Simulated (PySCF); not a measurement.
## Static response to an electric field

Species: 1-butyne, C₄H₆.
Structure used (PBE0-D3(BJ)/def2-TZVP), in Å, numbered top down from 1:
```
atom  x, y, z in Å
C1     2.2339   -0.2155   -0.4716
C2     1.1196    0.1949   -0.2950
C3    -0.2387    0.6619   -0.0725
C4    -1.1859   -0.4556    0.3561
H5     3.2228   -0.5759   -0.6281
H6    -0.6062    1.1318   -0.9906
H7    -0.2211    1.4492    0.6882
H8    -1.2313   -1.2371   -0.4038
H9    -0.8496   -0.9119    1.2883
H10   -2.1932   -0.0628    0.5079
```

Level: CAM-B3LYP/aug-cc-pVTZ (PySCF), static field, nuclei fixed, core orbitals frozen in the response. The polarisability tensor in these axes (au):

```
x   62.96 -4.17 -4.57
y   -4.17 43.24  0.24
z   -4.57  0.24 40.50
```

**Question.** Give the principal values, the mean and the anisotropy Δα = √{½[(α1 − α2)² + (α2 − α3)² + (α1 − α3)²]}.

**Answer.** Principal values 39.50, 42.54 and 64.66 au; mean 48.90 au = 7.25 Å³ = 8.06 × 10⁻⁴⁰ C²·m²/J; Δα = 23.78 au (49 % of the mean).

**Question.** What is the dipole moment, and where does it point?

**Answer.** (-0.80, 0.18, 0.15) D, 0.84 D in size, pointing from the negative to the positive side. Measured along this direction, the outermost atoms are H5 at the negative end and H10 at the positive end.

**Question.** Form Σ f/ω² (atomic units) for the 10 lowest TDDFT singlets, given as eV and f, and set it beside the mean polarisability, which is this sum over all singlets: 6.50, 0.0004; 6.72, 0.0109; 6.73, 0.0004; 6.93, 0.0294; 6.96, 0.0346; 7.53, 0.0085; 7.54, 0.0426; 7.69, 0.0025; 7.75, 0.0182; 7.78, 0.0264.

**Answer.** They add up to 2.42 au, 4.9 % of the 48.90 au; the largest single term is 0.55 au, from the state at 7.54 eV. Terms in order: 0.01, 0.18, 0.01, 0.45, 0.53, 0.11, 0.55, 0.03, 0.22, 0.32 au. Higher excitations give the rest. The strengths listed sum to 0.174.

**Question.** What are the principal values of the traceless quadrupole moment, Θ = ½Σq(3rr − r²1), about the centre of nuclear charge?

**Answer.** -2.74, -2.11, 4.85 D·Å. The values depend on the origin, since the dipole doesn't vanish. The electronic extent ⟨r²⟩ about the same centre is 333 bohr², a root-mean-square distance of 1.76 Å for the 30 electrons.

**Question.** Find the Langevin capture rate constant for NO+ (29.998 u) meeting this molecule (54.047 u), k = 2.342 × 10⁻⁹ cm³/s × √(α in Å³ / reduced mass in u).

**Answer.** The reduced mass is 19.29 u, so k = 1.44 × 10⁻⁹ cm³/s. The formula leaves out the permanent dipole, which adds to the capture rate.

Isolated species at its PBE0-D3(BJ)/def2-TZVP geometry, gas phase.
